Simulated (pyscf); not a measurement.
# Routes from `[OH][Zn][OH]` + `[CH3][OH]`

Candidate steps break at most two bonds and form at most two. Each was searched with GFN2-xTB (tblite) first. PySCF, gas phase, ωB97X-D3(BJ)/def2-SVP geometries. Energies: ωB97M-D3(BJ)/def2-TZVP, kcal/mol, from the separated reactants, singlet surface; ΔG‡ with ideal gas, 1 atm, RRHO with modes under 100 cm⁻¹ raised to 100, one conformer, R ln 2 for chiral ones without a mode under 150 cm⁻¹.

```
products                           type   ΔE‡    ΔE  ΔG‡ 298 K  ΔG‡ 900 K  ν‡ (cm⁻¹)
-----------------  --------------------  ----  ----  ---------  ---------  ---------
H₂O + H₃C–O–Zn–OH  four-centre exchange  -4.6  +2.6          –          –       862i
H₃C–OH + HO–Zn–OH  four-centre exchange  51.9   0.0       62.6       84.2       701i
```

A dash marks a saddle under its separated products, whose escape then sets the rate. Row 1: On the reactant side the descent ends in an adduct with a O–Zn contact, 15.1 kcal/mol under the separated species and 9.5 kcal/mol under the saddle at ωB97X-D3(BJ)/def2-TZVP. On the product side the descent ends in an adduct with a O–Zn contact, 15.1 kcal/mol under the separated species and 7.3 kcal/mol under the saddle at ωB97X-D3(BJ)/def2-TZVP. Row 2: On the reactant side the descent ends in an adduct with a O–Zn contact (not fully relaxed), 15.1 kcal/mol under the separated species and 67.7 kcal/mol under the saddle at ωB97X-D3(BJ)/def2-TZVP. On the product side the descent ends in an adduct with a O–Zn contact (not fully relaxed), 16.8 kcal/mol under the separated species and 69.4 kcal/mol under the saddle at ωB97X-D3(BJ)/def2-TZVP. 

Plain bond fissions and candidates not yet searched are not listed, and one of them may be faster. Each barrier is that of the saddle found; lower ones may exist. Elements up to Kr have no core potential and no relativistic terms here.
